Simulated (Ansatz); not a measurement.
# SiP (quartet): PBE0, B3LYP over a scan of the distance Si1–P2, 6-31G

Aim: run SiP (quartet) with these functionals over a scan of the distance Si1–P2, and hold them against the top wave-function level at the same points.

Program: Ansatz 0.2.0, Gaussian basis. Level of theory: 6-31G, all electrons in the functionals. These are calculated values, not measurements.

The runs, in order: PBE0, B3LYP, at 1.884 Å; 2.125 Å; 2.343 Å; 2.563 Å; 2.861 Å; 3.259 Å; 3.721 Å; 4.334 Å; 5.138 Å; 6.222 Å; 7.841 Å.

26 further runs of the same task are left out: 20 that didn't finish, 6 set aside as unsound or not needed.

### 1 The geometry

The geometry derives from a PBE0/def2-TZVP stationary point (not a proven minimum). One bond is set to the value named and the two fragments are kept rigid.

2 atoms, charge 0, spin multiplicity 4.

Atoms are counted from 1 here; the program's logs count them from 0.

Bond lengths: Si1–P2 2.343 Å.

No dispersion term is added. B3LYP takes the VWN-RPA correlation.

The geometry shown and the zero of energy belong to the point 2.343 Å. The yardstick, FCI, and other wave-function levels (R restricted, U unrestricted, valence and pair active spaces) come from earlier runs.

### 2 PBE0, 1.884 Å

File in.yaml:

```yaml
crystal:
  periodic: [false, false, false]
  atoms:
    - {symbol: Si, position_ang: [0.000000, 0.000000, 0.000000]}
    - {symbol: P, position_ang: [0.000000, 0.000000, 1.884000]}
basis:
  gaussian: {orbitals: 6-31G}
magnetization: {spin_polarized: true, initial_magnetization: 3}
hamiltonian: {xc: {name: PBE0}}
output: {orbitals: {seedname: orbitals}}
```

Command:

```sh
> ansatz run in.yaml --threads 1 --pin off --events-out ev --progress --plain --max-ram 2393MiB
```

After this run come: PBE0, 2.125 Å; PBE0, 2.343 Å; PBE0, 2.563 Å; PBE0, 2.861 Å; PBE0, 3.259 Å; PBE0, 3.721 Å; PBE0, 4.334 Å; PBE0, 5.138 Å; PBE0, 6.222 Å; PBE0, 7.841 Å; B3LYP, 1.884 Å; B3LYP, 2.125 Å; B3LYP, 2.343 Å; B3LYP, 2.563 Å; B3LYP, 2.861 Å; B3LYP, 3.259 Å; B3LYP, 3.721 Å; B3LYP, 4.334 Å; B3LYP, 5.138 Å; B3LYP, 6.222 Å; B3LYP, 7.841 Å.

**Question.** What will the summary of the whole plan be? Wanted: span of the FCI curve; largest miss, PBE0; largest miss, B3LYP.

As calculated:

```
             quantity                value
span of the FCI curve             1.866 eV
   largest miss, PBE0  +0.780 eV (7.841 Å)
  largest miss, B3LYP  +0.721 eV (7.841 Å)
```

In words: Of the functionals, B3LYP keep the smallest largest miss at the points compared (at most 0.721 eV) and PBE0 strays most (0.780 eV, at 7.841 Å). PBE0, B3LYP clearly break the spin symmetry at some points (⟨S²⟩ up to 1.00 above the pure value), so energy there is bought with a mixed spin. Functionals and the yardstick converge differently with the basis, so part of each miss in 6-31G is the basis.
